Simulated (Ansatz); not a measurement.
Two isomers of C4H8N2: A = `C#CN(C)CN`, B = `CN=CC(C)=N`.

Computed with Ansatz on PBE0-D4/def2-TZVP structures; ΔE is electronic, products minus reactants. CCSD(T)/CBS adds triple-zeta CCSD(T) − MP2 to the extrapolated MP2 energy (def2 sets, frozen cores). DFT in def2-TZVPP. Each species was taken in one conformer, which may not be the lowest.

Task: Which isomer does CCSD(T)/CBS put lower? Give the gap. (Best estimate.)

Result: The calculation gave: B, by 35.0 kcal/mol.

Task: Give E(B) − E(A) in kcal/mol with CCSD(T)/def2-TZVPP, CCSD/def2-TZVPP, HF/def2-TZVPP, PBE0-D4, PBE-D4, ωB97M-V, r2SCAN-D4. (Best estimate.)

Result: The calculation gave: CCSD(T)/def2-TZVPP -36.2, CCSD/def2-TZVPP -35.7, HF/def2-TZVPP -36.4, PBE0-D4 -35.7, PBE-D4 -36.8, ωB97M-V -34.8, r2SCAN-D4 -37.1. None reverses the order clearly.

Largest T1 diagnostic: 0.012.

From PBE to PBE0 (25 % exact exchange), in def2-TZVPP and without D4, E(B) − E(A) moves by +1.2 kcal/mol.
